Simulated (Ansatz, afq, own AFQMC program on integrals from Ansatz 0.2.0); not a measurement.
**SiH₃, doublet in 6-31G, levels against full CI**

```xyz
4

Si    0.0001   -0.0001   -0.0654
H     2.1159    0.0218    0.6116
H    -1.0780    1.8239    0.6025
H    -1.0417   -1.8432    0.6078
```

Basis 6-31G. Noble-gas cores (and the filled d shells of Ga–Kr and In–Xe) are frozen. Ansatz 0.2.0 and our own AFQMC program on the same integrals; the CISD trial comes from CCSD amplitudes, and released means the phaseless constraint is let go. Error bars are statistical, one sigma.

Determinant: UHF, the one that the program's search chose, which needn't be the lowest solution. The geometry is a point of a scan.

Full CI on the same integrals is exact in this basis and with this determinant's frozen core.

Cautions: strong correlation (T1 0.125, weight of the determinant 0.65, largest double 0.14); unrestricted determinant spin contaminated (⟨S²⟩ 1.48 against 0.75); CCSD(T) is in doubt: in a space of 7 electrons in 8 natural orbitals full CI lies 108 meV below it; the released energies are still falling, so no released level is given (meV from the phaseless value at times in 1/Eh: -10 ± 5 at 0.24, -18 ± 5 at 0.51, -23 ± 4 at 0.99, -35 ± 4 at 1.62, -44 ± 3 at 2.40).

- T1 diagnostic: 0.1252
- weight of the determinant in the CISD state: 0.646
- ⟨S²⟩ of the determinant: 1.484
- size of the correlated space: 7 electrons in 14 orbitals

```tsv
level	correlation energy (eV)
MP2	-1.0678
CCSD	-2.6254
CCSD(T)	-2.7056
```

(1) Estimate where phaseless AFQMC with a CISD trial lies against CCSD(T) on the same integrals.

(1) 0.87 ± 0.15 mEh below CCSD(T).

Reference: full CI, correlation energy -2.822 eV. The cautions show a poor starting determinant, so the rows tell how each method copes with it here, and full CI is the sure value.

| level | E − E(reference) (mEh) | share of correlation (%) |
| --- | --- | --- |
| CCSD(T) | 4.27 | 95.88 |
| CCSDT | 0.70 | 99.32 |
| CCSDT(Q) | 0.32 | 99.70 |
| CCSDTQ | 0.07 | 99.93 |
| ph-AFQMC/HF | 8.71 ± 0.66 | 91.60 |
| ph-AFQMC/CISD | 3.40 ± 0.15 | 96.72 |

CCSDT and higher add their correlation energy to the determinant of the CCSD(T) run, since their own runs factorise the integrals more tightly (a shift of under 2 meV). A walk keeps the symmetry of its determinant, which the program's search chose and which needn't be the lowest solution, so a lower state of the same spin and another symmetry isn't excluded.
